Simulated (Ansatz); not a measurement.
Consider the substitution at a C–C bond: `CC1C=CCC1` + H–F → `FC1C=CCC1` + CH₄.

Gas-phase electronic energies from Ansatz, PBE0-D4/def2-TZVP geometries. CCSD(T)/CBS is the MP2 limit (def2-TZVPP, def2-QZVPP) plus CCSD(T) − MP2 in def2-TZVPP, frozen cores. This one scheme is used for every species. DFT in def2-TZVPP.

| species | ωB97X-V energy (Eh) |
| --- | --- |
| `CC1C=CCC1` | -234.66323 |
| H–F | -100.45411 |
| `FC1C=CCC1` | -294.59735 |
| CH₄ | -40.51649 |

(1) Work out ΔE.

Largest T1 diagnostic among the species: 0.011.

Answers

(1) ΔE = (-294.59735) + (-40.51649) − (-234.66323) − (-100.45411) = 0.00350 Eh = +0.10 eV. CCSD(T)/CBS gives +0.27 eV.

At CCSD(T), def2-SVP lies −0.10 eV from the extrapolated value and def2-TZVPP −0.03 eV. In def2-TZVPP, CCSD(T) changes the Hartree–Fock value by +0.25 eV (the triples alone add +0.02 eV) and MP2 by +0.37 eV.
